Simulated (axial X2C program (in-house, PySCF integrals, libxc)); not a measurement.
# Bond lengths and stretching modes, held linear, of PCO

Calculated with an axial X2C code built on PySCF integrals: two-component X2C with atomic mean-field Coulomb and Gaunt terms, Gaussian nuclei, basis P dyall-v3z, C dyall-v3z, O dyall-av3z with contracted cores. Spin-free rows use the one-electron spin-free X2C Hamiltonian.

Masses P 30.974, C 12.000, O 15.995 u. States: 2c Ω = 3/2 (beyond evenly filled blocks: ω = 3/2); spin-free M_S = 1/2, Λ = 1 (beyond evenly filled blocks: π+α, π+β, π-α).

PBE0, spin-free: energies above the lowest point

| r(P–C) (Å) | r(C–O) (Å) | E (meV) |
| --- | --- | --- |
| 1.6204 | 1.1290 | 78.76 |
| 1.6204 | 1.1580 | 27.70 |
| 1.6204 | 1.1869 | 60.67 |
| 1.6620 | 1.1290 | 41.37 |
| 1.6620 | 1.1580 | 0.00 |
| 1.6620 | 1.1869 | 42.52 |
| 1.6620 | 1.2159 | 153.21 |
| 1.7035 | 1.1290 | 60.04 |
| 1.7035 | 1.1580 | 27.65 |
| 1.7035 | 1.1869 | 78.96 |
| 1.7451 | 1.1580 | 98.82 |
| 1.7451 | 1.2159 | 285.78 |

Question: Fit a quadratic surface with cubic terms in each bond: where is the minimum, and what are the two stretching wavenumbers?

Answer: At PBE0, spin-free: bonds 1.661 and 1.157 Å; harmonic stretches 753.7 and 2021.8 cm⁻¹; force constants 5.14, 16.1 and coupling 1.18 mdyn/Å.

The other levels and Hamiltonians give:

| Hamiltonian | level | r(P–C) (Å) | r(C–O) (Å) | lower stretch (cm⁻¹) | upper stretch (cm⁻¹) |
| --- | --- | --- | --- | --- | --- |
| 2c | PBE0 | 1.661 | 1.157 | 753.6 | 2021.7 |
| 2c | HF | 1.679 | 1.125 | 703.3 | 2123.5 |
| 2c | BHandHLYP | 1.659 | 1.143 | 746.6 | 2064.5 |
| 2c | MP2 | 1.673 | 1.159 | 758.1 | 2352.9 |
| spin-free | HF | 1.678 | 1.125 | 703.6 | 2123.9 |
| spin-free | BHandHLYP | 1.659 | 1.143 | 746.7 | 2064.7 |
| spin-free | MP2 | 1.673 | 1.159 | 758.9 | 2355.2 |

Each state is one determinant, the lowest of a limited PBE0 search; the stretches come from a fit to these few points and carry an uncertainty of a few per cent. Other orders of the atoms were not compared. MP2 freezes inner shells (threshold -2 hartree). The molecule was held linear; bending was not examined, so a bent shape may lie lower. Note: functional without a current term on a determinant with orbital currents, of the molecule or an atom.
